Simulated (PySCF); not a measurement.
## A small calculation by hand: chemical shift, span and skew from a shielding tensor

AlF3, SMILES [Al]([F])([F])[F]. Atoms are numbered in the order given.

```xyz
4

Al     0.0000     0.0000     0.0000
F     -1.6366     0.0000     0.0000
F      0.8183     1.4173     0.0000
F      0.8183    -1.4173     0.0000
```

Geometry: TPSSh-D3(BJ)/def2-TZVP. The isomer is the one that the SMILES or the coordinates give; other isomers of the formula were not compared.

GIAO shieldings from PBE/pcSseg-2 in PySCF, non-relativistic, no solvent. The symmetric part of the tensor of F2 has the principal values 335.7, 345.8, 455.8 ppm. The same nucleus in CFCl3 has σ = 132.0 ppm at this level (PySCF, at its B3LYP-D3(BJ)/def2-TZVP geometry).

Problem. Work out the isotropic shielding, the ¹⁹F shift against CFCl3, the span and the skew.

Solution. 
σ(iso) = (σ11 + σ22 + σ33)/3 = 379.1 ppm. δ = σ(ref) − σ(iso) = 132.0 − (379.1) = -247.1 ppm.
Span Ω = σ33 − σ11 = 120.1 ppm. Skew κ = 3(σ(iso) − σ22)/Ω = 0.83. Tumbling in solution averages the tensor to δ; in a static solid the shielding alone would spread this spin-1/2 line over Ω.
